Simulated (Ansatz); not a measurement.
Start from `CCOCC#N` and change one atom or group to get `CCOCF`.

Ansatz, PBE0-D4/def2-TZVP geometries, multiplicity 1. Each molecule was computed in one conformer, which needn't be the lowest.

```csv
property,`CCOCC#N`
LUMO energy (PBE0/def2-TZVPP) / eV,0.18
LUMO energy (PBE/def2-TZVPP) / eV,-0.94
LUMO energy (B3LYP/def2-TZVPP) / eV,-0.10
HOMO–LUMO gap (B3LYP/def2-TZVPP) / eV,8.00
LUMO energy (ωB97M-V/def2-TZVPP) / eV,2.19
HOMO–LUMO gap (PBE/def2-TZVPP) / eV,5.77
```

(1) Give the same properties after the change, and the shifts. (An estimate is asked.)

## Answers

(1) The calculation gave: 
```
                             property  `CCOCF`  shift
   LUMO energy (PBE0/def2-TZVPP) / eV     1.41   1.23
    LUMO energy (PBE/def2-TZVPP) / eV     0.60   1.54
  LUMO energy (B3LYP/def2-TZVPP) / eV     1.04   1.14
HOMO–LUMO gap (B3LYP/def2-TZVPP) / eV     9.15   1.15
LUMO energy (ωB97M-V/def2-TZVPP) / eV     2.82   0.63
  HOMO–LUMO gap (PBE/def2-TZVPP) / eV     7.33   1.56
```

B3LYP here is the variant with VWN-RPA as its local correlation; programs differ in this.
